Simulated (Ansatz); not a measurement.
`[NH3+][AlH3-]`, relaxed with RKS PBE0-D4/def2-TZVP in Ansatz from a PBE-D4/def2-SVP geometry. The force threshold is 0.005 eV/Å; the program also tests the step.

Total charge 0; spin multiplicity 1.

Start:

```xyz
8

N     0.080   -0.372    0.922
Al   -0.088    0.410   -1.012
H     1.062   -0.539    1.183
H    -0.413   -1.272    1.014
H    -0.317    0.261    1.631
H     0.606   -0.797   -1.829
H     0.765    1.767   -0.814
H    -1.695    0.543   -1.095
```

| step | energy (eV) | largest force (eV/Å) | largest move (Å) |
| --- | --- | --- | --- |
| 1 | -8180.9057 | 0.599 | 0.000 |
| 2 | -8180.9252 | 0.181 | 0.017 |
| 3 | -8180.9277 | 0.017 | 0.011 |
| 4 | -8180.9278 | 0.031 | 0.003 |
| 5 | -8180.9278 | 0.001 | 0.002 |

End:

```xyz
8

N     0.079   -0.370    0.916
Al   -0.086    0.400   -0.989
H     1.051   -0.529    1.161
H    -0.410   -1.256    0.994
H    -0.315    0.266    1.601
H     0.602   -0.793   -1.810
H     0.760    1.748   -0.796
H    -1.681    0.534   -1.076
```

Hardware: 2 threads of a server CPU on a shared host. Wall time 7 s, peak host memory 0.16 GiB.
